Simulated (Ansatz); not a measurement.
**CS: ionisation energy by level of theory**

The task here is to estimate one member of a computed series from the others.

The runs use Ansatz 0.2.0, Gaussian basis; unrestricted cation, the program's frozen cores in correlated methods.

Plan: UKS PBE-D4/def2-TZVPP; UKS r2SCAN-D4/def2-TZVPP; UKS PBE0-D4/def2-TZVPP; UKS B3LYP-D4/def2-TZVPP; UKS wB97X-V/def2-TZVPP; UKS wB97M-V/def2-TZVPP; UKS B2PLYP/def2-TZVPP; UHF-CCSD(T)/def2-TZVPP; UHF-CCSD(T)/def2-QZVPP; extrapolation to the limit; then −ε(HOMO) from the neutral's earlier runs with LDA (SPW92), PBE-D4, revPBE-D4, BLYP-D4, r2SCAN-D4, B97M-V, PBE0-D4, B3LYP-D4, r2SCANh-D4, r2SCAN0-D4, HSE06-D4, BHLYP-D4, CAM-B3LYP-D4, LC-ωPBE, ωB97X-V, ωB97M-V.

## Structure used throughout

The geometry comes from an earlier relaxation with PBE0-D4 in a triple-zeta def2 set; it is a stationary point.

SMILES `[C]#[S]`, 2 atoms, charge 0, spin multiplicity 1.

Atoms are counted from 1 here; the program's logs count them from 0.

Bond lengths: C1–S2 1.529 Å.

Set-up of the first run:

File in.yaml:

```yaml
crystal:
  periodic: [false, false, false]
  atoms:
    - {symbol: C, position_ang: [0.000000, -0.000000, -1.115718]}
    - {symbol: S, position_ang: [-0.000000, 0.000000, 0.413604]}
basis:
  gaussian: {orbitals: def2-TZVPP}
total_charge: 1
magnetization: {spin_polarized: true, initial_magnetization: 1}
hamiltonian: {xc: pbe, dispersion: d4}
```

Run with:

```
$ ansatz run in.yaml --threads 2 --pin off --events-out ev --progress --plain --max-ram 32768MiB --backend cpu
```

Among the steps run: Cation, UKS PBE-D4/def2-TZVPP; Cation, UKS r2SCAN-D4/def2-TZVPP; Cation, UKS PBE0-D4/def2-TZVPP; Cation, UKS B3LYP-D4/def2-TZVPP; Cation, UKS wB97X-V/def2-TZVPP; Cation, UKS wB97M-V/def2-TZVPP; Cation, UKS B2PLYP (frozen core)/def2-TZVPP; Cation, UHF-CCSD(T)/def2-TZVPP; Cation, UHF-CCSD(T)/def2-QZVPP.

One of the session's tables, all rows but one given; the rest of the session is left out.

For comparison, −ε(HOMO) of the neutral from earlier runs:

| functional | −ε(HOMO) (eV) |
| --- | --- |
| LDA (SPW92) | 7.40 |
| PBE-D4 | 7.33 |
| revPBE-D4 | 7.30 |
| BLYP-D4 | 7.24 |
| r2SCAN-D4 | 7.70 |
| B97M-V | 7.87 |
| PBE0-D4 | 8.87 |
| B3LYP-D4 | 8.63 |
| r2SCANh-D4 | 8.26 |
| r2SCAN0-D4 | 9.11 |
| HSE06-D4 | 8.46 |
| BHLYP-D4 | ? |
| CAM-B3LYP-D4 | 10.37 |
| LC-ωPBE | 11.82 |
| ωB97X-V | 11.44 |
| ωB97M-V | 11.26 |

Q: Estimate the row for BHLYP-D4 from the others.

Worked estimate for «−ε(HOMO) (eV)». Against the share of exact exchange, BLYP-D4 (0, 7.24), B3LYP-D4 (0.2, 8.63) give a slope of 6.95 per unit share; at 0.5 the line stands at 10.71.

The run gave: −ε(HOMO) (eV): 10.36. In «−ε(HOMO) (eV)» the line misses by +0.35.
